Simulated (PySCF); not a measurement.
**Working with the constants of MgAl⁺**

RHF-CCSD(T) constants of MgAl⁺, ¹Σ⁺ (singlet), closed shell (PySCF, no relativity, basis sets Mg pcseg-2, Al pcseg-2; masses 23.9850 and 26.9815 u):

* ωe: 191.3 cm⁻¹
* ωexe: 1.66 cm⁻¹
* Be: 0.13948 cm⁻¹
* αe: 0.00145 cm⁻¹
* D (centrifugal): 2.96e-07 cm⁻¹
* De to Mg + Al⁺: 0.72 eV

(1) Give the vibrational terms G(v) and spacings up to v = 6.

(2) How well does the Morse estimate ωe²/(4ωexe) reproduce De, and what is D0?

Correlated steps freeze 6 core orbitals. For an ion De counts to the pair picked by the measured ionisation energies or electron affinities, which need not be the lowest pair at this level.

## Answers

(1) G(v) = ωe(v+½) − ωexe(v+½)².

```json
{"v": "0", "G(v) (cm⁻¹)": "95", "G(v) − G(v−1)": "", "Bv (cm⁻¹)": "0.1388"}
{"v": "1", "G(v) (cm⁻¹)": "283", "G(v) − G(v−1)": "188", "Bv (cm⁻¹)": "0.1373"}
{"v": "2", "G(v) (cm⁻¹)": "468", "G(v) − G(v−1)": "185", "Bv (cm⁻¹)": "0.1359"}
{"v": "3", "G(v) (cm⁻¹)": "649", "G(v) − G(v−1)": "181", "Bv (cm⁻¹)": "0.1344"}
{"v": "4", "G(v) (cm⁻¹)": "827", "G(v) − G(v−1)": "178", "Bv (cm⁻¹)": "0.1330"}
{"v": "5", "G(v) (cm⁻¹)": "1002", "G(v) − G(v−1)": "175", "Bv (cm⁻¹)": "0.1315"}
{"v": "6", "G(v) (cm⁻¹)": "1173", "G(v) − G(v−1)": "171", "Bv (cm⁻¹)": "0.1301"}
```

(2) It gives 0.68 eV, 95 % of the computed De. D0 = De − G(0) = 0.72 − 0.01 = 0.71 eV.
